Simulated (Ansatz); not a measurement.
Cartesian coordinates in Å:
```
O 0.324 -1.042 -1.131
C -0.523 -0.292 -0.365
F -1.119 0.694 -1.133
C 0.180 0.374 0.797
F 1.329 0.986 0.335
H 1.125 -0.526 -1.282
H -1.322 -0.948 -0.008
H 0.467 -0.377 1.537
H -0.461 1.132 1.252
```

Total charge 0; spin multiplicity 1.

(1) List the PBE/def2-TZVPP orbital energies in eV (the Gaussian-basis code of Ansatz). (An estimate is asked.)

Answers

(1) Ansatz gave: Occupied: -660.29, -659.79, -511.01, -272.49, -271.32, -30.56, -30.09, -26.51, -19.00, -16.21, -13.90, -13.25, -12.94, -12.13, -11.80, -9.92, -9.50, -8.97, -8.59, -7.95, -7.46. Lowest empty: 0.03, 0.81, 1.46, 1.81, 2.01, 2.49, 3.57, 4.43.
